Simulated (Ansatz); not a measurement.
in.yaml

```yaml
crystal:
  periodic: [false, false, false]
  atoms:
    - {symbol: Pd, position_ang: [-0.008645, -0.001701, 0.494687]}
    - {symbol: Si, position_ang: [-0.003088, -0.001701, -1.682935]}
    - {symbol: H, position_ang: [-0.123432, -1.006751, -2.327445]}
    - {symbol: H, position_ang: [-0.151231, 1.235508, -2.476323]}
    - {symbol: H, position_ang: [1.273459, -0.001701, -0.532356]}
basis:
  gaussian: {orbitals: def2-SVP}
total_charge: 1
magnetization: {spin_polarized: true, initial_magnetization: 0}
hamiltonian: {xc: {name: B2PLYP}}
correlation: {electrons: outside_noble_gas}
```

```sh
$ ansatz run in.yaml --threads 1 --pin off --events-out ev --progress --plain --max-ram 2393MiB
```

Question: Roughly how long does this take on 1 thread of Intel Xeon Platinum 8488C, shared host, and how much host memory?

Answer: 6 s wall and 0.21 GiB.

```
652 factors; integrals over basis functions are off by at most 1.2e-3 eV
mean field evaluation 1: about -11369.0716 eV, gradient 4.8e1 eV
mean field evaluation 2: about -11369.1077 eV, gradient 4.8e1 eV
mean field evaluation 4: about -11380.6985 eV, gradient 1.4e1 eV
mean field evaluation 8: about -11381.4711 eV, gradient 3.8e-1 eV
mean field evaluation 16: about -11381.4830 eV, gradient 2.8e-3 eV
mean field evaluation 32: about -11380.4327 eV, gradient 6.4e0 eV
mean field evaluation 64: about -11380.1885 eV, gradient 1.6e1 eV
mean field -11381.48296073 eV, -418.2617841606 hartree, gradient 5.6e-6 eV, S^2 0.000000; 3 other end points of the search recorded, 0 dependent functions left out
9 core orbitals not correlated: weight in the atoms' cores, before any rotation towards them, 1.000 or more for the frozen orbitals, at most 0.000 for the correlated occupied ones
reference -11381.48310071 eV, -418.2617893048 hartree; 8, 8 occupied and 47, 47 virtual orbitals, 652 factors
second order -12.05295507 eV of doubles, -0.00000000 eV of singles
Total energy: -11384.73739858 eV, -418.3813825456 hartree
```
